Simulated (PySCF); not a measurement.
Spin–spin coupling constants

Molfile (atoms numbered from 1):
```
FNO2
     RDKit          3D

  4  3  0  0  0  0  0  0  0  0999 V2000
   -0.3663    1.1045    0.6962 O   0  0  0  0  0  0  0  0  0  0  0  0
    0.1146    0.0976    0.4374 N   0  0  0  0  0  0  0  0  0  0  0  0
    1.0535   -0.5150    0.6723 O   0  0  0  0  0  0  0  0  0  0  0  0
   -0.7915   -0.6823   -0.5392 F   0  0  0  0  0  0  0  0  0  0  0  0
  1  2  2  0
  2  3  1  0
  2  4  1  0
M  CHG  2   2   1   3  -1
M  END
```

Indirect spin–spin couplings were computed at B3LYP/pcJ-1 (PySCF 2.14) on a GFN2-xTB structure, for the isolated molecule, without vibrational or relativistic corrections. Couplings are averaged over pairs made equivalent by symmetry, fast rotation or ring inversion, so a value needn't be that of the named pair in this geometry, while other rotamers aren't included; one pair stands for each set, and the list holds those of at least 0.8 Hz over up to four bonds.

Isotopes: 15N, 19F, 17O. Couplings to quadrupolar nuclei such as 17O and 33S are rarely resolved in practice.

```json
{"pair": "O1, N2", "bonds": "1", "J (Hz)": "?"}
{"pair": "N2, F4", "bonds": "1", "J (Hz)": "130.2"}
{"pair": "O1, O3", "bonds": "2", "J (Hz)": "1.1"}
{"pair": "O1, F4", "bonds": "2", "J (Hz)": "?"}
```

Problem. Estimate the withheld couplings, with signs.

Solution. 
- 1J(O1,N2) = -41.1 Hz (bond length 1.145 Å)
- 2J(O1,F4) = 79.7 Hz (angle at N2 110°)
